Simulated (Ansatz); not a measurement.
C7H8 can be A, `CC=C1C=CC=C1`, or B, `C=C1C=CCC=C1`.

Isolated molecules relaxed with PBE0-D4/def2-TZVP in Ansatz; ΔE leaves out vibrations. CBS: MP2 limit from def2 TZ/QZ plus the TZ coupled-cluster correction, frozen cores. DFT in def2-TZVPP. B3LYP here is the variant with VWN-RPA as its local correlation; programs differ in this.

Task: Which is lower in electronic energy at CCSD(T)/CBS, and by how much? (An estimate is asked.)

Result: The calculation gave: B, by 3.5 kcal/mol.

Task: Give E(B) − E(A) in kcal/mol with CCSD(T)/def2-SVP, HF/def2-TZVPP, CCSD(T)/def2-TZVPP, PBE0-D4, PBE-D4, B3LYP-D4, B2PLYP. (Estimate.)

Result: Ansatz gave: CCSD(T)/def2-SVP -3.6, HF/def2-TZVPP -5.5, CCSD(T)/def2-TZVPP -3.7, PBE0-D4 -3.3, PBE-D4 -2.8, B3LYP-D4 -4.2, B2PLYP -2.9. None reverses the order clearly.

Task: Does the order hold for the free energy at 298.15 K (harmonic terms from PBE0-D4)? (Estimate.)

Result: The calculation gave: Yes: G(B) − G(A) = -2.0 kcal/mol.

Largest T1 diagnostic: 0.011.

In def2-TZVPP, CCSD(T) changes the Hartree–Fock value by +1.9 kcal/mol (the triples alone add +0.8 kcal/mol) and MP2 by +4.3 kcal/mol. Leaving LDA and LC-ωPBE aside and taking each functional with its dispersion term where it has one, the values, not all of them listed here, spread over 2.2 kcal/mol, from BHLYP-D4 to PBE-QIDH. LDA lies −0.9 kcal/mol from PBE without D4.
